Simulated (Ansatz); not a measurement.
## Worked example: Ge$_{2}$Cl⁺, triplet against Ge2Cl, doublet

Geometry (PBE0/def2-TZVP stationary point of a doublet), kept for both states (Ge2Cl, doublet: B1; Ge2Cl⁺, triplet: B1):

```xyz
3

Cl    0.0000   -1.6598    0.0000
Ge    0.0000    0.4051    1.2170
Ge    0.0000    0.4051   -1.2170
```

Basis cc-pVDZ; Ansatz 0.2.0. Correlated methods freeze the noble-gas cores and the filled d shells of p-block atoms. R marks a restricted (for open shells ROHF) determinant, U an unrestricted one. No spin–orbit coupling is included, and no scalar relativity.

Full CI isn't at hand for all of this; UCCSDT(Q) serves as the reference, and is uncertain by the last step of the cluster series or more.

```
    level  E(Ge2Cl, doublet) (hartree)  E(Ge2Cl⁺, triplet) (hartree)
      UHF                 -4610.180263                  -4609.921351
     UMP2                 -4610.451489                  -4610.172915
 UCCSD(T)                 -4610.497124                  -4610.219079
      PBE                 -4613.351373                  -4613.067795
  wB97M-V                 -4613.913110                  -4613.625312
UCCSDT(Q)                 -4610.499640                  -4610.221860
```

Question: Give the vertical gap, Ge2Cl⁺ triplet less Ge2Cl doublet, at each level in eV (1 hartree = 27.2114 eV), and each error against UCCSDT(Q).

Answer: UCCSDT(Q): (-4610.221860 − (-4610.499640)) × 27.2114 = 7.559 eV (the reference)
wB97M-V: (-4613.625312 − (-4613.913110)) × 27.2114 = 7.831 eV, error 0.272 eV
PBE: (-4613.067795 − (-4613.351373)) × 27.2114 = 7.717 eV, error 0.158 eV
UCCSD(T): (-4610.219079 − (-4610.497124)) × 27.2114 = 7.566 eV, error 0.007 eV
UMP2: (-4610.172915 − (-4610.451489)) × 27.2114 = 7.580 eV, error 0.021 eV
UHF: (-4609.921351 − (-4610.180263)) × 27.2114 = 7.045 eV, error -0.514 eV

Total energies of functionals can't be set beside those of wave-function methods, since they hold the core's correlation and their own absolute errors; only the differences compare.

In so small a basis the reference is far from its limit while semilocal and hybrid functionals are nearer theirs, so the functionals' errors here hold much of the reference's basis and frozen-core error, which can add to them or hide them.

Each level lands on the state that its own search finds. T1 diagnostics of restricted CCSD: 0.020 and 0.024.
